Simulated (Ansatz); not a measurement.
Stepwise reaction of `[AlH2][SiH2][SiH3]` with hydrogen, as a gas-phase model of exchange steps in deposition or etching. ΔE in kJ/mol.

Gas-phase electronic energies from Ansatz, PBE0-D4/def2-TZVP geometries. CCSD(T)/CBS is the MP2 limit (def2-TZVPP, def2-QZVPP) plus CCSD(T) − MP2 in def2-TZVPP, frozen cores. This one scheme is used for every species. DFT in def2-TZVPP. B3LYP here is the variant with VWN-RPA as its local correlation; programs differ in this.

| step | reaction | PBE-D4 | B3LYP-D4 | ωB97M-V | CCSD(T)/CBS |
| --- | --- | --- | --- | --- | --- |
| 1 | `[AlH2][SiH2][SiH3]` + H₂ → `[AlH2][SiH3]` + SiH₄ | 5.9 | -10.0 | -13.6 | -7.9 |
| 2 | `[AlH2][SiH3]` + H₂ → `[AlH3]` + SiH₄ | 0.7 | -16.5 | -21.2 | -13.9 |

Task: By hand: ΔE of the 2 steps together at CCSD(T)/CBS.

Result: (-7.9) + (-13.9) = -21.8 kJ/mol, or -10.9 kJ/mol a step.

In ΔE each step is lower than the one before. All are downhill at CCSD(T)/CBS. PBE-D4 differs from CCSD(T)/CBS by 13.8 to 14.6 kJ/mol a step. Isolated molecules leave out the surface, adducts and barriers. Largest T1 diagnostic: 0.013.
